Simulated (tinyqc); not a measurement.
Worked calculation: CCSD on RHF in the sto-6g basis, frozen core, for H2O, spin multiplicity 1. Computed by tinyqc, a small Python program that keeps every step (integrals from PySCF). Settings: charge = 0, multiplicity = 1, basis = sto-6g, method = RHF, frozen orbitals = 1, energy threshold = 1e-10, iteration cap = 60, orthogonalisation = symmetric, start = core, DIIS depth = 6, amplitude equations = CCSD, DIIS depth for amplitudes = 4, cap on updates = 64. Command: `OMP_NUM_THREADS=1 python tinyqc.py 21144 21145 out.jsonl` (the two numbers bound the seeds that draw the settings). One thread of a shared host (Intel(R) Xeon(R) Processor @ 2.60GHz), about 0.3 s of CPU time with the checks. The early iterations of the SCF are left out here.

## One-electron integrals

Geometry (angstrom):
```
atom       x        y       z
O     0.0000   0.0000  0.0000
H     0.0000   0.7120  0.6720
H     0.0000  -0.7820  0.7370
```

Basis sto-6g: exponents (1/bohr^2) and contraction coefficients of normalised primitives:
```
element  l (shell)   exponent  coefficient
O            s (1)  1355.5842       0.0092
O            s (1)   248.5449       0.0494
O            s (1)    69.5339       0.1685
O            s (1)    23.8868       0.3706
O            s (1)     9.2759       0.4165
O            s (1)     3.8203       0.1303
O            s (2)    52.1878      -0.0133
O            s (2)    10.3293      -0.0470
O            s (2)     3.2103      -0.0338
O            s (2)     1.2351       0.2502
O            s (2)     0.5364       0.5951
O            s (2)     0.2459       0.2407
O            p (3)    52.1878       0.0038
O            p (3)    10.3293       0.0377
O            p (3)     3.2103       0.1739
O            p (3)     1.2351       0.4180
O            p (3)     0.5364       0.4259
O            p (3)     0.2459       0.1017
H            s (1)    35.5232       0.0092
H            s (1)     6.5131       0.0494
H            s (1)     1.8221       0.1685
H            s (1)     0.6260       0.3706
H            s (1)     0.2431       0.4165
H            s (1)     0.1001       0.1303
```

Overlap, kinetic and nuclear-attraction integrals over the contracted functions; the nuclear repulsion is the sum of Za Zb / Rab.

nuclear repulsion = 8.617549 hartree

overlap S, lower triangle:
```
         1O 1s   1O 2s  1O 2px   1O 2py  1O 2pz   2H 1s   3H 1s
1O 1s   1.0000
1O 2s   0.2311  1.0000
1O 2px  0.0000  0.0000  1.0000
1O 2py  0.0000  0.0000  0.0000   1.0000
1O 2pz  0.0000  0.0000  0.0000   0.0000  1.0000
2H 1s   0.0527  0.4626  0.0000   0.2800  0.2643  1.0000
3H 1s   0.0423  0.4033  0.0000  -0.2545  0.2399  0.2585  1.0000
```

kinetic energy T (hartree), lower triangle:
```
          1O 1s   1O 2s  1O 2px   1O 2py  1O 2pz   2H 1s   3H 1s
1O 1s   29.3272
1O 2s   -0.8960  0.8426
1O 2px   0.0000  0.0000  2.5313
1O 2py   0.0000  0.0000  0.0000   2.5313
1O 2pz   0.0000  0.0000  0.0000   0.0000  2.5313
2H 1s   -0.0032  0.1176  0.0000   0.1931  0.1822  0.7685
3H 1s   -0.0055  0.0784  0.0000  -0.1461  0.1377  0.0095  0.7685
```

nuclear attraction V (hartree), lower triangle:
```
           1O 1s     1O 2s   1O 2px    1O 2py    1O 2pz    2H 1s    3H 1s
1O 1s   -62.2913
1O 2s    -6.3900  -10.0237
1O 2px    0.0000    0.0000  -9.9516
1O 2py   -0.0019   -0.0189   0.0000  -10.0655
1O 2pz   -0.0197   -0.2236   0.0000   -0.0118  -10.0529
2H 1s    -1.6705   -3.7131   0.0000   -2.0053   -1.9688  -5.7712
3H 1s    -1.3377   -3.1445   0.0000    1.7496   -1.7220  -1.5616  -5.4416
```

core Hamiltonian H = T + V (hartree), lower triangle:
```
           1O 1s    1O 2s   1O 2px   1O 2py   1O 2pz    2H 1s    3H 1s
1O 1s   -32.9641
1O 2s    -7.2861  -9.1811
1O 2px    0.0000   0.0000  -7.4203
1O 2py   -0.0019  -0.0189   0.0000  -7.5341
1O 2pz   -0.0197  -0.2236   0.0000  -0.0118  -7.5216
2H 1s    -1.6737  -3.5954   0.0000  -1.8123  -1.7865  -5.0027
3H 1s    -1.3432  -3.0660   0.0000   1.6034  -1.5843  -1.5521  -4.6730
```

## Two-electron integrals

Functions are numbered as in S; the eight-fold symmetry (ij|kl) = (ji|kl) = (kl|ij) leaves the list below.

Two-electron integrals (ij|kl) in chemists' order, unique and non-zero (hartree):
```
(11|11) 4.7875      (21|11) 0.6759      (21|21) 0.1215      (22|11) 1.1174
(22|21) 0.2492      (22|22) 0.8174      (31|31) 0.0258      (32|31) 0.0391
(32|32) 0.1807      (33|11) 1.1174      (33|21) 0.2492      (33|22) 0.8174
(33|33) 0.8807      (41|41) 0.0258      (42|41) 0.0391      (42|42) 0.1807
(43|43) 0.0475      (44|11) 1.1174      (44|21) 0.2492      (44|22) 0.8174
(44|33) 0.7857      (44|44) 0.8807      (51|51) 0.0258      (52|51) 0.0391
(52|52) 0.1807      (53|53) 0.0475      (54|54) 0.0475      (55|11) 1.1174
(55|21) 0.2492      (55|22) 0.8174      (55|33) 0.7857      (55|44) 0.7857
(55|55) 0.8807      (61|11) 0.1645      (61|21) 0.0283      (61|22) 0.0568
(61|33) 0.0567      (61|41) 0.0010      (61|42) 0.0020      (61|44) 0.0569
(61|51) 0.0009      (61|52) 0.0019      (61|54) 1.84e-04    (61|55) 0.0569
(61|61) 0.0067      (62|11) 0.3887      (62|21) 0.0879      (62|22) 0.3177
(62|33) 0.3125      (62|41) 0.0051      (62|42) 0.0371      (62|44) 0.3207
(62|51) 0.0048      (62|52) 0.0351      (62|54) 0.0078      (62|55) 0.3198
(62|61) 0.0206      (62|62) 0.1517      (63|31) 0.0099      (63|32) 0.0553
(63|43) 0.0077      (63|53) 0.0073      (63|63) 0.0218      (64|11) 0.2002
(64|21) 0.0459      (64|22) 0.1770      (64|33) 0.1690      (64|41) 0.0123
(64|42) 0.0750      (64|44) 0.1890      (64|51) 0.0022      (64|52) 0.0186
(64|54) 0.0116      (64|55) 0.1731      (64|61) 0.0113      (64|62) 0.1028
(64|64) 0.0908      (65|11) 0.1889      (65|21) 0.0433      (65|22) 0.1671
(65|33) 0.1595      (65|41) 0.0022      (65|42) 0.0186      (65|44) 0.1638
(65|51) 0.0120      (65|52) 0.0728      (65|54) 0.0118      (65|55) 0.1779
(65|61) 0.0106      (65|62) 0.0970      (65|64) 0.0651      (65|65) 0.0833
(66|11) 0.5217      (66|21) 0.1201      (66|22) 0.4954      (66|33) 0.4754
(66|41) 0.0093      (66|42) 0.0917      (66|44) 0.5071      (66|51) 0.0088
(66|52) 0.0866      (66|54) 0.0299      (66|55) 0.5036      (66|61) 0.0285
(66|62) 0.2953      (66|64) 0.2287      (66|65) 0.2159      (66|66) 0.7750
(71|11) 0.1318      (71|21) 0.0227      (71|22) 0.0456      (71|33) 0.0455
(71|41) -0.0008     (71|42) -0.0016     (71|44) 0.0457      (71|51) 0.0008
(71|52) 0.0015      (71|54) -1.46e-04   (71|55) 0.0456      (71|61) 0.0053
(71|62) 0.0160      (71|64) 0.0080      (71|65) 0.0083      (71|66) 0.0219
(71|71) 0.0043      (72|11) 0.3286      (72|21) 0.0743      (72|22) 0.2710
(72|33) 0.2665      (72|41) -0.0043     (72|42) -0.0324     (72|44) 0.2737
(72|51) 0.0041      (72|52) 0.0305      (72|54) -0.0068     (72|55) 0.2729
(72|61) 0.0169      (72|62) 0.1086      (72|64) 0.0500      (72|65) 0.0681
(72|66) 0.1784      (72|71) 0.0140      (72|72) 0.1131      (73|31) 0.0082
(73|32) 0.0462      (73|43) -0.0066     (73|53) 0.0063      (73|63) 0.0150
(73|73) 0.0158      (74|11) -0.1755     (74|21) -0.0403     (74|22) -0.1565
(74|33) -0.1495     (74|41) 0.0102      (74|42) 0.0638      (74|44) -0.1669
(74|51) -0.0019     (74|52) -0.0165     (74|54) 0.0101      (74|55) -0.1531
(74|61) -0.0087     (74|62) -0.0527     (74|64) -0.0097     (74|65) -0.0322
(74|66) -0.0760     (74|71) -0.0079     (74|72) -0.0794     (74|74) 0.0708
(75|11) 0.1654      (75|21) 0.0379      (75|22) 0.1475      (75|33) 0.1409
(75|41) -0.0019     (75|42) -0.0165     (75|44) 0.1448      (75|51) 0.0100
(75|52) 0.0618      (75|54) -0.0103     (75|55) 0.1568      (75|61) 0.0090
(75|62) 0.0697      (75|64) 0.0314      (75|65) 0.0580      (75|66) 0.1258
(75|71) 0.0075      (75|72) 0.0748      (75|74) -0.0519     (75|75) 0.0647
(76|11) 0.1527      (76|21) 0.0349      (76|22) 0.1385      (76|33) 0.1349
(76|41) -6.36e-05   (76|42) -0.0007     (76|44) 0.1372      (76|51) 0.0029
(76|52) 0.0262      (76|54) -2.07e-04   (76|55) 0.1433      (76|61) 0.0081
(76|62) 0.0674      (76|64) 0.0388      (76|65) 0.0486      (76|66) 0.1387
(76|71) 0.0065      (76|72) 0.0592      (76|74) -0.0361     (76|75) 0.0439
(76|76) 0.0379      (77|11) 0.4808      (77|21) 0.1108      (77|22) 0.4628
(77|33) 0.4446      (77|41) -0.0082     (77|42) -0.0841     (77|44) 0.4735
(77|51) 0.0077      (77|52) 0.0792      (77|54) -0.0273     (77|55) 0.4703
(77|61) 0.0252      (77|62) 0.1954      (77|64) 0.0792      (77|65) 0.1343
(77|66) 0.3468      (77|71) 0.0210      (77|72) 0.2478      (77|74) -0.1985
(77|75) 0.1871      (77|76) 0.1387      (77|77) 0.7750
```

## Orthogonalisation

S = U s U^T; symmetric (Loewdin) form X = U s^(-1/2) U^T, so that X^T S X = 1.

eigenvalues of S: 0.3757  0.4827  0.8800  1.0000  1.1042  1.2690  1.8884

X, lower triangle:
```
          1O 1s    1O 2s  1O 2px   1O 2py   1O 2pz    2H 1s   3H 1s
1O 1s    1.0226
1O 2s   -0.1354   1.1978
1O 2px   0.0000   0.0000  1.0000
1O 2py  -0.0012   0.0189  0.0000   1.0806
1O 2pz  -0.0090   0.1008  0.0000   0.0093   1.0574
2H 1s    0.0195  -0.2864  0.0000  -0.2050  -0.1605   1.1990
3H 1s    0.0172  -0.2236  0.0000   0.1780  -0.1315  -0.0944  1.1465
```

## Iteration 9 (converged): orbitals

converged F (hartree), lower triangle:
```
           1O 1s    1O 2s   1O 2px   1O 2py   1O 2pz    2H 1s    3H 1s
1O 1s   -20.5219
1O 2s    -4.9657  -2.3322
1O 2px    0.0000   0.0000  -0.4013
1O 2py   -0.0019  -0.0207   0.0000  -0.2789
1O 2pz   -0.0274  -0.1108   0.0000  -0.0246  -0.3268
2H 1s    -1.1411  -0.9783   0.0000  -0.3684  -0.3973  -0.5619
3H 1s    -0.9171  -0.8376   0.0000   0.3396  -0.3682  -0.3657  -0.4540
```

Diagonalise F' = X^T F X, C = X C', fill 5 alpha and 5 beta electrons from the bottom; D = 2 C_occ C_occ^T. Each column has its largest component positive (the first on a tie).

F' = X^T F X (hartree), lower triangle:
```
          1        2        3        4        5        6        7
1  -20.1951
2   -2.5027  -1.2412
3    0.0000   0.0000  -0.4013
4   -0.0010   0.0122   0.0000  -0.0431
5   -0.0481   0.1158   0.0000  -0.0052  -0.1573
6   -0.1969  -0.4980   0.0000  -0.4351  -0.3621   0.0056
7   -0.1340  -0.4069   0.0000   0.4027  -0.3215  -0.1066  -0.0172
```

orbital energies (hartree): MO1 -20.5250, MO2 -1.2568, MO3 -0.5680, MO4 -0.4745, MO5 -0.4013, MO6 0.5275, MO7 0.6485

coefficients C:
```
            MO1      MO2      MO3      MO4     MO5      MO6      MO7
1O 1s    0.9968  -0.2235   0.0193   0.0957  0.0000   0.0954   0.0510
1O 2s    0.0150   0.8586  -0.1100  -0.5268  0.0000  -0.6502  -0.3819
1O 2px   0.0000   0.0000   0.0000   0.0000  1.0000   0.0000   0.0000
1O 2py   0.0004   0.0208   0.6251  -0.0718  0.0000   0.3760  -0.8392
1O 2pz   0.0030   0.1171   0.0889   0.7242  0.0000  -0.7100  -0.3483
2H 1s   -0.0036   0.1639   0.4692   0.2563  0.0000   0.3555   1.0759
3H 1s   -0.0028   0.1307  -0.4235   0.3725  0.0000   0.9621  -0.4021
```

D after iteration 9, lower triangle:
```
          1O 1s    1O 2s  1O 2px   1O 2py  1O 2pz    2H 1s   3H 1s
1O 1s    2.1061
1O 2s   -0.4590   2.0541
1O 2px   0.0000   0.0000  2.0000
1O 2py   0.0018  -0.0261  0.0000   0.7927
1O 2pz   0.0956  -0.5813  0.0000   0.0120  1.0921
2H 1s   -0.0133  -0.0920  0.0000   0.5566  0.4930   0.6254
3H 1s   -0.0092  -0.0749  0.0000  -0.5776  0.4948  -0.1636  0.6704
```

## Convergence

Stop when the energy changes by less than 1e-10 hartree and every element of the error matrix X^T (F D S - S D F) X is below 3e-06.

Course of the cycle:
```
iteration  E (hartree)     change  largest element of the error matrix
1           -73.961214          -                             6.20e-01
2           -75.597885  -1.64e+00                             2.25e-01
3           -75.670022  -7.21e-02                             4.06e-02
4           -75.672036  -2.01e-03                             6.24e-03
5           -75.672114  -7.89e-05                             1.89e-03
6           -75.672125  -1.05e-05                             2.23e-04
7           -75.672125  -1.03e-07                             1.30e-05
8           -75.672125  -4.56e-10                             8.35e-07
9           -75.672125  -1.14e-12                             7.62e-08
```

PySCF RHF in the same basis = -75.672125 hartree

Converged in 9 iterations.

## Integrals over molecular orbitals

(pq|rs) = sum C_ip C_jq C_kr C_ls (ij|kl), one index at a time.

one-electron integrals over orbitals h = C^T H C (hartree), lower triangle:
```
          1        2        3        4        5        6        7
1  -32.9511
2    0.5686  -7.6701
3   -0.0494   0.0601  -6.2777
4   -0.2384   0.5074  -0.1551  -6.7449
5    0.0000   0.0000   0.0000   0.0000  -7.4203
6   -0.2461   1.1675  -0.6597   1.2123   0.0000  -5.4624
7   -0.1330   0.6384   1.5541   0.2918   0.0000   0.0176  -5.5060
```

Two-electron integrals over orbitals (pq|rs), unique and non-zero (hartree); the lowest 1 orbital is frozen and left out:
```
(22|22) 0.7310     (32|22) 0.0104     (32|32) 0.1371     (33|22) 0.6408
(33|32) -0.0028    (33|33) 0.6250     (42|22) -0.0103    (42|32) 0.0026
(42|33) 0.0009     (42|42) 0.1259     (43|22) 0.0124     (43|32) 0.0185
(43|33) 0.0110     (43|42) -0.0187    (43|43) 0.0545     (44|22) 0.6613
(44|32) -0.0179    (44|33) 0.5880     (44|42) -0.0936    (44|43) 0.0144
(44|44) 0.7254     (52|52) 0.1468     (53|52) -0.0096    (53|53) 0.0295
(54|52) -0.0475    (54|53) 0.0053     (54|54) 0.0522     (55|22) 0.7517
(55|32) -0.0106    (55|33) 0.6271     (55|42) -0.0785    (55|43) 0.0206
(55|44) 0.7008     (55|55) 0.8807     (62|22) -0.1244    (62|32) 0.0209
(62|33) -0.0737    (62|42) -0.0271    (62|43) -0.0132    (62|44) -0.0574
(62|55) -0.1326    (62|62) 0.0921     (63|22) 0.0605     (63|32) 0.0190
(63|33) 0.0431     (63|42) -0.0301    (63|43) 0.0315     (63|44) 0.0426
(63|55) 0.0757     (63|62) -0.0359    (63|63) 0.0745     (64|22) -0.1118
(64|32) -0.0277    (64|33) -0.0509    (64|42) 0.0548     (64|43) -0.0209
(64|44) -0.1229    (64|55) -0.1361    (64|62) 0.0469     (64|63) -0.0569
(64|64) 0.1024     (65|52) -0.0472    (65|53) 0.0115     (65|54) -0.0039
(65|65) 0.0338     (66|22) 0.6085     (66|32) -0.0603    (66|33) 0.5686
(66|42) 0.0440     (66|43) -0.0402    (66|44) 0.5708     (66|55) 0.5943
(66|62) -0.0843    (66|63) -0.0168    (66|64) -0.0223    (66|66) 0.6518
(72|22) -0.0680    (72|32) -0.0387    (72|33) -0.0263    (72|42) 2.64e-04
(72|43) 0.0311     (72|44) -0.0439    (72|55) -0.0727    (72|62) 0.0168
(72|63) 0.0154     (72|64) 0.0295     (72|66) -0.0500    (72|72) 0.0731
(73|22) -0.1295    (73|32) 0.0322     (73|33) -0.0829    (73|42) 0.0755
(73|43) -0.0016    (73|44) -0.1337    (73|55) -0.1759    (73|62) 0.0531
(73|63) -0.0295    (73|64) 0.0736     (73|66) -0.0646    (73|72) 0.0441
(73|73) 0.1478     (74|22) -0.0210    (74|32) 0.0702     (74|33) -0.0146
(74|42) 0.0037     (74|43) 0.0008     (74|44) -0.0362    (74|55) -0.0318
(74|62) 0.0228     (74|63) 0.0258     (74|64) -0.0070    (74|66) -0.0526
(74|72) -0.0047    (74|73) 0.0423     (74|74) 0.0632     (75|52) -0.0255
(75|53) -0.0203    (75|54) 0.0025     (75|65) 0.0053     (75|75) 0.0263
(76|22) 0.0099     (76|32) 0.0582     (76|33) -0.0061    (76|42) 0.0186
(76|43) 0.0341     (76|44) -0.0182    (76|55) -0.0015    (76|62) -0.0157
(76|63) 0.0269     (76|64) -0.0239    (76|66) -0.0424    (76|72) 0.0025
(76|73) 0.0312     (76|74) 0.0301     (76|76) 0.0577     (77|22) 0.6231
(77|32) 0.0713     (77|33) 0.5993     (77|42) -0.0061    (77|43) 0.0426
(77|44) 0.5720     (77|55) 0.6098     (77|62) -0.0633    (77|63) 0.0690
(77|64) -0.0696    (77|66) 0.5124     (77|72) -0.0263    (77|73) -0.0459
(77|74) 0.0326     (77|76) 0.0475     (77|77) 0.6613
```

## CCSD: starting amplitudes

t_ij^ab = <ij||ab> / (e_i + e_j - e_a - e_b), whose energy is MP2.

Starting amplitudes (spin orbitals 1a, 1b, ...; amplitudes related by a flip of all spins are not repeated; the 24 largest):
```
from      to        t
3a 3b  7a 7b  -0.0608
4a 4b  6a 6b  -0.0511
3a 3b  6a 6b  -0.0340
3a 4b  6b 7a   0.0332
4a 4b  7a 7b  -0.0282
3a 4b  6a 6b   0.0271
2a 2b  6a 6b  -0.0258
3a 4a  6a 7a   0.0215
2a 2b  7a 7b  -0.0192
5a 5b  6a 6b  -0.0182
3a 4b  7a 7b  -0.0181
2a 3b  6a 7b  -0.0177
2a 4b  6a 6b  -0.0168
2a 3b  7a 7b  -0.0141
3a 3b  6a 7b   0.0128
2a 3a  6a 7a  -0.0126
5a 5b  7a 7b  -0.0125
2a 3b  6a 6b   0.0125
3a 4b  6a 7b  -0.0116
2a 4b  6b 7a   0.0101
2a 4b  6a 7b  -0.0078
2a 3b  6b 7a   0.0051
2a 2b  6a 7b  -0.0045
4a 4b  6a 7b   0.0033
```

correlation energy = -0.044084 hartree

## CCSD: amplitude update 1

t_i^a D_i^a and t_ij^ab D_ij^ab are set to the remaining terms of the spin-orbital equations, evaluated with the old amplitudes; for the doubles these are <ij||ab> + 1/2 <ab||ef> t_ij^ef + 1/2 <mn||ij> t_mn^ab + P(ij)P(ab) <mb||ej> t_im^ae + terms in t^2 + terms with t1, D the orbital-energy denominators.

Amplitudes after update 1 (spin orbitals 1a, 1b, ...; amplitudes related by a flip of all spins are not repeated; the 24 largest):
```
from      to        t
3a 3b  7a 7b  -0.0776
4a 4b  6a 6b  -0.0651
3a 3b  6a 6b  -0.0458
3a 4b  6b 7a   0.0412
3a 4b  6a 6b   0.0380
4a 4b  7a 7b  -0.0360
2a 2b  6a 6b  -0.0290
3a 4b  7a 7b  -0.0245
2a 4b  6a 6b  -0.0243
5a 5b  6a 6b  -0.0221
3a 4a  6a 7a   0.0221
2a 3b  6a 7b  -0.0214
2a 2b  7a 7b  -0.0212
2a 3b  7a 7b  -0.0191
3a 4b  6a 7b  -0.0191
2a 3b  6a 6b   0.0167
3a 3b  6a 7b   0.0152
5a 5b  7a 7b  -0.0139
2a 4b  6b 7a   0.0122
2a 3a  6a 7a  -0.0120
2a 4b  6a 7b  -0.0102
2a 3b  6b 7a   0.0094
4a        6a   0.0067
4a 4b  6a 7b   0.0060
```

correlation energy = -0.055749 hartree

## CCSD: convergence

E_corr = 1/4 sum <ij||ab> t_ij^ab + 1/2 sum <ij||ab> t_i^a t_j^b; stop when the norm of the change is below 1e-8.

Course of the amplitude iterations:
```
update  correlation energy (hartree)  norm of the change
0                          -0.044084                   -
1                          -0.055749            8.06e-02
2                          -0.059486            3.13e-02
3                          -0.061843            1.34e-02
4                          -0.061838            1.51e-03
5                          -0.061846            3.89e-04
6                          -0.061845            3.11e-05
7                          -0.061845            1.18e-05
8                          -0.061845            1.84e-06
9                          -0.061845            4.81e-07
10                         -0.061845            1.64e-07
11                         -0.061845            4.93e-08
12                         -0.061845            1.35e-08
13                         -0.061845            4.78e-09
```

Converged amplitudes (spin orbitals 1a, 1b, ...; amplitudes related by a flip of all spins are not repeated; the 24 largest):
```
from      to        t
3a 3b  7a 7b  -0.0868
4a 4b  6a 6b  -0.0760
3a 3b  6a 6b  -0.0521
3a 4b  6a 6b   0.0460
3a 4b  6b 7a   0.0451
4a 4b  7a 7b  -0.0408
3a 4b  7a 7b  -0.0293
2a 2b  6a 6b  -0.0292
2a 4b  6a 6b  -0.0288
3a 4b  6a 7b  -0.0267
5a 5b  6a 6b  -0.0235
2a 3b  6a 7b  -0.0217
2a 3b  7a 7b  -0.0217
2a 2b  7a 7b  -0.0208
2a 3b  6a 6b   0.0185
3a 4a  6a 7a   0.0185
3a 3b  6a 7b   0.0162
4a        6a   0.0141
5a 5b  7a 7b  -0.0134
2a 4b  6b 7a   0.0128
2a 3b  6b 7a   0.0126
2a 4b  6a 7b  -0.0114
2a 3a  6a 7a  -0.0092
4a 4b  6a 7b   0.0078
```

CCSD total energy = -75.733970 hartree

T1 diagnostic, norm of the one-spin t1 over sqrt(correlated electrons) = 0.0055

Converged in 13 updates, with DIIS from the third.
